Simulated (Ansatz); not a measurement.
# A basis-limit estimate, worked out

The pair of SiNH5 (SMILES [SiH3]N, atoms 1–7) and PH3 (SMILES P, atoms 8–11), both closed shells, in one local arrangement (a lower one may exist), relaxed at PBE0-D4/def2-TZVP:

```json
{"atom": "Si1", "x (Å)": "0.0883", "y (Å)": "-0.4644", "z (Å)": "-1.4883"}
{"atom": "N2", "x (Å)": "0.1609", "y (Å)": "1.2071", "z (Å)": "-1.0797"}
{"atom": "H3", "x (Å)": "1.3170", "y (Å)": "-1.1113", "z (Å)": "-0.9608"}
{"atom": "H4", "x (Å)": "-1.1188", "y (Å)": "-1.0397", "z (Å)": "-0.8397"}
{"atom": "H5", "x (Å)": "0.0041", "y (Å)": "-0.7752", "z (Å)": "-2.9464"}
{"atom": "H6", "x (Å)": "-0.6497", "y (Å)": "1.7875", "z (Å)": "-1.2271"}
{"atom": "H7", "x (Å)": "1.0045", "y (Å)": "1.7243", "z (Å)": "-1.2702"}
{"atom": "P8", "x (Å)": "-0.7730", "y (Å)": "-0.3663", "z (Å)": "2.5320"}
{"atom": "H9", "x (Å)": "0.0163", "y (Å)": "-1.4647", "z (Å)": "2.1006"}
{"atom": "H10", "x (Å)": "0.1287", "y (Å)": "-0.0267", "z (Å)": "3.5753"}
{"atom": "H11", "x (Å)": "-0.1782", "y (Å)": "0.5292", "z (Å)": "1.6045"}
```

Both fragments are computed in the basis of the whole pair.

Program: Ansatz 0.2.0. Basis: def2-TZVPPD and def2-QZVPPD. Cores are frozen in the correlated methods.

Energies in eV:

| quantity | pair | first fragment | second fragment |
| --- | --- | --- | --- |
| Hartree–Fock, triple zeta (X = 3) | -18744.11495 | -9424.69581 | -9319.46499 |
| Hartree–Fock, quadruple zeta (X = 4) | -18744.70952 | -9425.01894 | -9319.73632 |
| MP2 correlation, X = 3 | -14.39950 | -9.64178 | -4.66657 |
| MP2 correlation, X = 4 | -15.36447 | -10.28540 | -4.98124 |
| CCSD(T) correlation, X = 3 | -16.53982 | -10.82041 | -5.62971 |

(1) Work out the interaction energy at the basis limit: extrapolate Hartree–Fock as E(X) = E∞ + A exp(−7.88 √X) and the MP2 correlation as E(X) = E∞ + B X^−2.97 (the exponents that Neese and Valeev fitted for def2-TZVPP and QZVPP, reused here for the diffuse sets), then add CCSD(T) − MP2 in triple zeta.

No T1 diagnostic of these runs exceeds 0.014.

Answers

(1) Each step is linear, so take the differences first (pair − first fragment − second fragment): Hartree–Fock 0.04585 (X = 3) and 0.04574 (X = 4); MP2 correlation -0.09115 and -0.09783; CCSD(T) correlation -0.08970.
Two points give E∞ = E(4) + w [E(4) − E(3)], with w = 1/(exp(7.88 (2 − √3)) − 1) = 0.1377 for Hartree–Fock and w = 1/((4/3)^2.97 − 1) = 0.7407 for the correlation.
Hartree–Fock: 0.04574 + 0.1377 × (-0.00011) = 0.0457 eV.
MP2 correlation: -0.09783 + 0.7407 × (-0.00668) = -0.1028 eV.
CCSD(T) − MP2: -0.08970 − (-0.09115) = 0.0014 eV.
Sum: 0.0457 + (-0.1028) + 0.0014 = -0.0557 eV, or -1.28 kcal/mol. Plain CCSD(T) in triple zeta gives -0.0439 eV, so the larger basis shifts the result by -0.0118 eV.

For scale, one of the runs: CCSD(T)/def2-TZVPPD, 269 basis functions, launched by `ansatz run in.yaml --threads 4 --pin off --events-out ev --progress --plain --max-ram 9574MiB`. Time: 2.7 min of wall clock on 4 CPU threads of an Arm Neoverse N1; the host was shared. Peak host memory: 6.4 GiB.
